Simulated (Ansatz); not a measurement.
Input file:

```yaml
crystal:
  periodic: [false, false, false]
  atoms:
    - {symbol: Mo, position_ang: [0.000000, 0.000000, 0.000000]}
    - {symbol: H, position_ang: [0.000000, 0.000000, 1.793000]}
basis:
  gaussian: {orbitals: def2-SVP}
total_charge: 1
magnetization: {spin_polarized: false}
correlation: {method: ccsdt_q, electrons: outside_noble_gas}
```

```sh
$ ansatz run in.yaml --threads 1 --pin off --events-out ev --progress --plain --max-ram 2393MiB
```

Log:

```
616 factors; integrals over basis functions are off by at most 1.1e-7 eV
mean field evaluation 1: about -1839.4971 eV, gradient 2.3e1 eV
mean field evaluation 2: about -1839.5011 eV, gradient 2.3e1 eV
mean field evaluation 4: about -1840.5789 eV, gradient 1.5e0 eV
mean field evaluation 8: about -1840.6011 eV, gradient 1.8e-4 eV
mean field evaluation 16: about -1842.1744 eV, gradient 6.2e-1 eV
mean field evaluation 32: about -1840.6011 eV, gradient 6.4e-4 eV
mean field evaluation 64: about -1836.7906 eV, gradient 1.2e1 eV
mean field evaluation 96: about -1840.7476 eV, gradient 9.7e-4 eV
mean field evaluation 128: about -1841.6664 eV, gradient 1.3e0 eV
mean field evaluation 160: about -1842.0268 eV, gradient 1.2e0 eV
...
cycle  65  -2.90495099 eV  change   -1.8e-6 eV  update   3.9e-6
cycle  66  -2.90494957 eV  change    1.4e-6 eV  update   2.9e-6
cycle  67  -2.90495125 eV  change   -1.7e-6 eV  update   2.8e-6
cycle  68  -2.90495231 eV  change   -1.1e-6 eV  update   2.1e-6
cycle  69  -2.90495227 eV  change    4.1e-8 eV  update   1.5e-6
cycle  70  -2.90495180 eV  change    4.7e-7 eV  update   1.3e-6
cycle  71  -2.90495126 eV  change    5.3e-7 eV  update   1.1e-6
cycle  72  -2.90495117 eV  change    9.7e-8 eV  update   9.4e-7
cycle  73  -2.90495130 eV  change   -1.3e-7 eV  update   7.9e-7
cycle  74  -2.90495137 eV  change   -6.9e-8 eV  update   6.9e-7
perturbative correction -0.00910698 eV, -0.0003346754 hartree
Total energy: -1845.08926215 eV, -67.8057797377 hartree
```

Ran on 1 thread of Arm Neoverse V2, shared host: 6.5 s wall, 0.11 GiB peak host memory.
